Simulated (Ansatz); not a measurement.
**How far a parabola holds: energy against volume of rock-salt KI**

Rock-salt KI was calculated with LDA in Ansatz (plane waves, PAW). Settings: plane-wave cutoff 520 eV, 8×8×8 k mesh, Fermi–Dirac smearing 0.01 eV, scalar-relativistic PAW data made under PBE. The cell has no free parameter but its volume, all volumes share cutoff and mesh, and the runs aren't spin-polarised. Energies are free energies at the run's smearing, counted from the lowest row; static lattice.

| V (Å³/atom) | E (meV/atom) |
|---|---|
| 37.234 | ? |
| 38.026 | 3.42 |
| 38.819 | 0.82 |
| 39.611 | 0.00 |
| 40.403 | 0.77 |
| 41.195 | 2.94 |

Fit E of the 5 rows that show it with a parabola. With u = V - 39.6, the rows have u = -1.5740, -0.7810, 0.0110, 0.8030, 1.5950. Least squares gives E = 0.002 - 0.1543·u + 1.2665·u². Residuals (row less fit): 0.037, -0.075, 0.000, 0.075, -0.038; standard error 0.084 (degrees of freedom: 2). The fitted curve has its minimum at V = 39.7, where E = 0.00. Its curvature is d²E/dV² = 2 × 1.2665 meV/Å⁶, so B = V0·d²E/dV² × 0.1602 = 16.1 GPa.

### Question
Estimate the missing E (V = 37.234); what did the run itself give?

### Answer
u = -2.3660, so E = 0.002 - 0.1543 × (-2.3660) + 1.2665 × (-2.3660)² = 7.457 meV/atom. The calculation gives 8.04 meV/atom, 0.583 meV/atom above the prediction (7.3 % of the range of E in the table). The row lies outside the fitted rows, so this is an extrapolation. From the scatter of the fitted rows alone, a prediction at this place has a standard error of 0.199 meV/atom, so the miss is 2.9 times that.

The residuals are curvature that a parabola lacks, not noise. A solid that stiffens under compression and softens on expansion lies above the parabola at the compressed end and under it at the expanded end, as this row does. A third-order Birch-Murnaghan fit to the whole scan has B0 = 16.0 GPa. Only scans are tabulated whose curvature falls smoothly with volume, and where the parabola meets the shown rows within 5 % of their range and misses the end by 0.1 meV or more.

Measured, for comparison: bulk modulus 12.7 GPa (4 K, no zero-point or thermal correction; as tabulated in Doll and Stoll (1998), arXiv:cond-mat/9801031). Computed less measured: bulk modulus +26 %.

Spin–orbit coupling is not included.

Ansatz is a program for electronic structure.
